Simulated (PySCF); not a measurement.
**AlH2F (SMILES [H][Al]([H])[F]): MP2/STO-3G**

What is the energy change on altering one bond length of AlH2F at MP2/STO-3G? Input form: a Python script.

The results are computed with PySCF 2.14.0.

21 further runs of the same task are left out: 3 that didn't finish, 18 set aside as unsound or not needed.

**1. The structure to begin with**

The species is AlH2F (4 atoms), meant as a singlet with charge 0. SMILES: `[H][Al]([H])[F]`. Geometry: a GFN2-xTB relaxation, a rough one for these elements and not checked as a minimum.

Bond lengths: Al1–F4 1.642 Å, Al1–H2 1.528 Å, Al1–H3 1.528 Å. Angles: H2–Al1–F4 119.2°, H3–Al1–F4 119.2°, H2–Al1–H3 121.7°.

**2. The energy at MP2/STO-3G**

run.py

```python
from pyscf import gto, mp

mol = gto.M(
    atom='''
Al     0.037039     0.061756     0.001776
H      2.923236    -0.033769     0.026607
H     -1.396489     2.567798    -0.036698
F     -1.563786    -2.595784     0.008315
''',
    basis='sto-3g',
    verbose=3,
    max_memory=1860,
    unit='bohr',
)

mf = mol.RHF()
mf.conv_tol = 1e-10
mf.kernel()
if not mf.converged:
    mf = mf.newton().run(mf.mo_coeff, mf.mo_occ)

pt = mp.MP2(mf, frozen=6).run()
energy = pt.e_tot
print('Final energy', energy)
```

On the command line:

```bash
$ OMP_NUM_THREADS=1 python run.py
```

Log:

```text
converged SCF energy = -338.234252262539
E(RMP2) = -338.281271273929  E_corr = -0.0470190113902793
E(SCS-RMP2) = -338.285833648181  E_corr = -0.0515813856425738
Final energy -338.28127127392884
```

It took 0.66 s on 1 thread of Intel Xeon Platinum 8488C (Sapphire Rapids), shared host; peak memory 0.12 GiB.

**3. The distorted shape at the same level**

input.py

```python
from pyscf import gto, scf, mp

mol = gto.Mole()
mol.atom = 'Al 1.544421 2.564046 -0.005288; H 3.071731 2.513496 0.007852; H 0.785831 3.890186 -0.025648; F -0.827520 -1.373630 0.004400'
mol.max_memory = 1860
mol.basis = 'sto-3g'
mol.verbose = 3
mol.build()

myscf = scf.UHF(mol)
myscf.conv_tol = 1e-10
myscf.kernel()
if not myscf.converged:
    myscf = myscf.newton().run(myscf.mo_coeff, myscf.mo_occ)
for _ in range(3):
    mo, _, stable, _ = myscf.stability(return_status=True)
    if stable:
        break
    myscf.kernel(myscf.make_rdm1(mo, myscf.mo_occ))

pt = mp.MP2(myscf, frozen=6).run()
etot = pt.e_tot
print(f'total energy: {etot:.8f} hartree')
```

On the command line:

```bash
$ OMP_NUM_THREADS=1 python input.py
```

Log:

```text
WARN: HOMO 0.0938834612901909 >= LUMO 0.0939131215310257

SCF not converged.
SCF energy = -337.911789575262 after 50 cycles  <S^2> = 0.46221049  2S+1 = 1.6878513
converged SCF energy = -338.062997202819  <S^2> = 1.0025676  2S+1 = 2.2383633
<class 'pyscf.soscf.newton_ah.SecondOrderUHF'> wavefunction is stable in the internal stability analysis
E(UMP2) = -338.085488187457  E_corr = -0.0224909846380696
E(SCS-UMP2) = -338.089799968743  E_corr = -0.0268027659238448
total energy: -338.08548819 hartree
```

Wall time 0.78 s (1 thread of Intel Xeon Platinum 8488C (Sapphire Rapids), shared host); peak memory 0.12 GiB.

**4. Summary of results**

At MP2/STO-3G, 6 core orbitals frozen:

| quantity | value |
| --- | --- |
| first shape: total energy | -338.28127 Eh |
| first shape: dipole moment (Hartree–Fock density) | 0.72 D |
| first shape: HOMO energy (Hartree–Fock orbitals) | -8.93 eV |
| first shape: LUMO energy (Hartree–Fock orbitals) | 9.27 eV |
| first shape: HOMO–LUMO gap (Hartree–Fock orbitals) | 18.20 eV |
| first shape: correlation energy (6 core orbitals frozen) | -47.0 mEh |
| distorted shape: total energy | -338.08549 Eh |
| distorted shape: dipole moment (Hartree–Fock density) | 1.43 D |
| distorted shape: HOMO energy (Hartree–Fock orbitals) | -4.11 eV |
| distorted shape: LUMO energy (Hartree–Fock orbitals) | 8.47 eV |
| distorted shape: HOMO–LUMO gap (Hartree–Fock orbitals) | 12.59 eV |
| distorted shape: correlation energy (6 core orbitals frozen) | -22.5 mEh |
| distorted shape: ⟨S²⟩ of the reference determinant | 1.003 |
| energy change with the Al1–F4 bond stretched from 1.642 to 4.597 Å | 5.328 eV |

**Reading.** With the Al1–F4 bond stretched from 1.642 to 4.597 Å the energy rises by 5.33 eV (123 kcal/mol). The first shape isn't relaxed at this level, so the change isn't measured from a minimum. The minimal basis adds a large error of its own. Mulliken charges (first shape) of the mean-field density run from -0.38 on F4 to +0.95 on Al1; they depend strongly on the basis. ⟨S²⟩ (distorted shape) is 1.00 where a pure singlet has 0.00: the reference is spin-contaminated.
